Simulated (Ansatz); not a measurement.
The reference is Au in the fcc (Cu type) structure (space group Fm-3m, No. 225).

```xyz
1
Lattice="0.0000 2.0786 2.0786 2.0786 0.0000 2.0786 2.0786 2.0786 0.0000" Properties=species:S:1:pos:R:3 pbc="T T T"
Au     0.0000     0.0000     0.0000
```

Calculations: plane-wave PAW DFT at the PBE level (Ansatz, a program for electronic structure, 420 eV), no spin-orbit coupling.

Perturbation: every Au is replaced by Ag; the structure is relaxed again.

Measured lattice parameter a: Au 4.062 Å (static lattice; corrected from measurement; as listed in Daniel Mejia-Rodriguez, S. B. Trickey, Phys. Rev. B (2018)); Ag 4.062 Å (static lattice; corrected from measurement; as listed in Daniel Mejia-Rodriguez, S. B. Trickey, Phys. Rev. B (2018)).

Q: How well does PBE reproduce the measured shift?

A: With PBE the lattice parameter a moves by -0.009 Å (4.157 → 4.149) against +0.000 Å measured.

No phonon test of stability was made.
